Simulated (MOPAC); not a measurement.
MOPAC input (PM6):

```
PM6 PRECISE GNORM=0.05 LET XYZ UHF MS=0.5 GEO-OK AUX(PRECISION=9) THREADS=1
CH

C    -0.00000000 1   -0.00000000 1   -0.16050164 1
H     0.00000000 1    0.00000000 1    0.96300985 1
```

From the last part of the output:

```
                                                       MOPAC v23.2.5 Linux

          FINAL HEAT OF FORMATION =        141.30333 KCAL/MOL =     591.21312 KJ/MOL

          COSMO AREA              =         51.26 SQUARE ANGSTROMS
          COSMO VOLUME            =         34.32 CUBIC ANGSTROMS

          GRADIENT NORM           =          0.01737          =       0.01228 PER ATOM
          IONIZATION POTENTIAL    =          8.895410 EV
          ALPHA SOMO LUMO (EV)    =         -8.895 -0.055
          BETA  SOMO LUMO (EV)    =        -10.352  0.617
          NO. OF ALPHA ELECTRONS  =          3
          NO. OF BETA  ELECTRONS  =          2
          MOLECULAR WEIGHT        =         13.0189         POINT GROUP:  C*v

          MOLECULAR DIMENSIONS (Angstroms)

            Atom       Atom       Distance
            H     2    C     1     1.07535
            H     2    C     1     0.00000
            C     1    H     2     0.00000

          SCF CALCULATIONS        =          6

   ATOM   CHEMICAL          X               Y               Z
  NUMBER   SYMBOL      (ANGSTROMS)     (ANGSTROMS)     (ANGSTROMS)

     1       C          0.00000000  *   0.00000000  *  -0.13642235  *
     2       H          0.00000000  *   0.00000000  *   0.93893056  *

                             CARTESIAN COORDINATES

   1    C        0.000000000     0.000000000    -0.136422350
   2    H        0.000000000     0.000000000     0.938930560

           Empirical Formula: C H  =     2 atoms

      MOLECULAR POINT GROUP   :   C*v

          ALPHA EIGENVALUES
 -19.96248 -10.87904  -8.89541  -0.05526   6.07828

           BETA EIGENVALUES
 -19.51769 -10.35243   0.61661   1.90872   6.35404

              NET ATOMIC CHARGES AND DIPOLE CONTRIBUTIONS

  ATOM NO.   TYPE          CHARGE      No. of ELECS.   s-Pop       p-Pop
    1          C           0.037510        3.9625     1.78015     2.18234
    2          H          -0.037510        1.0375     1.03751
 DIPOLE           X         Y         Z       TOTAL
 POINT-CHG.     0.000     0.000    -0.194     0.194
 HYBRID        -0.000    -0.000     1.624     1.624
 SUM           -0.000    -0.000     1.430     1.430

          ATOMIC ORBITAL ELECTRON POPULATIONS

     Atom    s        px        py        pz
    1  C   1.78015   1.00000   0.00000   1.18234
    2  H   1.03751

                    (SZ)    =    0.500000
                    (S**2)  =    0.751770

          ATOMIC ORBITAL SPIN POPULATIONS

    Atom   Total    s     px     py     pz
         Atomic
    1  C  1.0399  0.001  1.000  0.000  0.039
    2  H -0.0399 -0.040

 **********************
 *                    *
 * JOB ENDED NORMALLY *
 *                    *
 **********************

 == MOPAC DONE ==
```
